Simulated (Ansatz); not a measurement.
`CN=C(F)F` and `FC(F)=NP` differ in one atom or group.

Ansatz, PBE0-D4/def2-TZVP geometries, multiplicity 1. Each molecule was computed in one conformer, which needn't be the lowest.

```json
{"property": "HOMO–LUMO gap (PBE/def2-TZVPP) / eV", "`CN=C(F)F`": "6.30"}
{"property": "LUMO energy (PBE0/def2-TZVPP) / eV", "`CN=C(F)F`": "0.55"}
{"property": "LUMO energy (ωB97M-V/def2-TZVPP) / eV", "`CN=C(F)F`": "2.83"}
{"property": "HOMO energy (ωB97M-V/def2-TZVPP) / eV", "`CN=C(F)F`": "-10.93"}
{"property": "HOMO energy (B3LYP/def2-TZVPP) / eV", "`CN=C(F)F`": "-8.28"}
{"property": "zero-point energy (PBE0-D4/def2-TZVP) / kJ/mol", "`CN=C(F)F`": "142.1"}
```

(1) Give the same properties after the change, and the shifts. (Best estimate.)

## Answers

(1) Ansatz gave: 
```csv
property,`FC(F)=NP`,shift
HOMO–LUMO gap (PBE/def2-TZVPP) / eV,5.06,-1.24
LUMO energy (PBE0/def2-TZVPP) / eV,-0.31,-0.86
LUMO energy (ωB97M-V/def2-TZVPP) / eV,1.75,-1.08
HOMO energy (ωB97M-V/def2-TZVPP) / eV,-9.70,1.23
HOMO energy (B3LYP/def2-TZVPP) / eV,-7.37,0.91
zero-point energy (PBE0-D4/def2-TZVP) / kJ/mol,89.8,-52.3
```

With PBE0 the HOMO rises by 0.97 eV and the LUMO falls by 0.86 eV, so the gap narrows by about 1.83 eV. PBE moves the HOMO by 0.52 eV and ωB97M-V by 1.23 eV. The zero-point energy changes by -52.3 kJ/mol with -3 modes.

B3LYP here is the variant with VWN-RPA as its local correlation; programs differ in this.
